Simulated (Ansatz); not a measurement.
# C₃H₄OS: small, medium and large basis sets

The task here is to estimate one member of a computed series from the others.

Computed with Ansatz 0.2.0, Gaussian basis. Level: one geometry, several basis sets.

The runs, in order: PBE0-D4/def2-SVP; ωB97M-V/def2-SVP; PBE0-D4/def2-QZVPP; ωB97M-V/def2-QZVPP; the functionals' def2-TZVPP values are taken from earlier runs.

**The geometry**

An earlier PBE0-D4 in a triple-zeta def2 set relaxation fixed the geometry.

SMILES `C#CC(O)S`, 9 atoms, charge 0, spin multiplicity 1.

Atoms are counted from 1 here; the program's logs count them from 0.

Bond lengths: C1–C2 1.200 Å, C1–H6 1.065 Å, C2–C3 1.454 Å, C3–O4 1.396 Å, C3–S5 1.836 Å, C3–H7 1.092 Å, O4–H8 0.963 Å, S5–H9 1.342 Å. Angles: C2–C1–H6 179.2°, C1–C2–C3 177.6°, C2–C3–O4 112.9°, C2–C3–S5 109.8°, C2–C3–H7 110.0°, O4–C3–S5 114.2°, O4–C3–H7 105.6°, S5–C3–H7 103.9°, C3–O4–H8 108.5°, C3–S5–H9 95.9°.

Set-up of the first run:

The input, in.yaml:

```yaml
crystal:
  periodic: [false, false, false]
  atoms:
    - {symbol: C, position_ang: [-0.368792, 1.418701, -1.313060]}
    - {symbol: C, position_ang: [0.107332, 0.617256, -0.557308]}
    - {symbol: C, position_ang: [0.645270, -0.394600, 0.338365]}
    - {symbol: O, position_ang: [0.560129, -1.685041, -0.187742]}
    - {symbol: S, position_ang: [-0.104003, -0.210268, 2.004171]}
    - {symbol: H, position_ang: [-0.778703, 2.138390, -1.981867]}
    - {symbol: H, position_ang: [1.709294, -0.214999, 0.507457]}
    - {symbol: H, position_ang: [-0.361575, -1.869132, -0.396034]}
    - {symbol: H, position_ang: [-1.320453, 0.153394, 1.568817]}
basis:
  gaussian: {orbitals: def2-SVP}
hamiltonian: {xc: pbe0, dispersion: d4}
output: {orbitals: {seedname: orbitals}}
```

On the command line:

```sh
ansatz run in.yaml --threads 2 --pin off --events-out ev --progress --plain --max-ram 4352MiB
```

Steps of the session up to this table: PBE0-D4 in def2-SVP; ωB97M-V in def2-SVP; PBE0-D4 in def2-QZVPP; ωB97M-V in def2-QZVPP.

One of the session's tables, all rows but one given; the rest of the session is left out.

It belongs to the step «Density functionals: the series». 

| functional | basis | HOMO (eV) | LUMO (eV) |
| --- | --- | --- | --- |
| PBE0-D4 | def2-SVP | -7.09 | 0.31 |
| PBE0-D4 | def2-TZVPP | -7.25 | -0.12 |
| PBE0-D4 | def2-QZVPP | -7.29 | -0.27 |
| ωB97M-V | def2-SVP | -9.30 | 2.40 |
| ωB97M-V | def2-TZVPP | -9.48 | 1.79 |
| ωB97M-V | def2-QZVPP | ? | ? |

Estimate the missing values for ωB97M-V, def2-QZVPP.

The run gave: HOMO (eV): -9.53; LUMO (eV): 1.37. In the column «HOMO (eV)» it is the lowest.
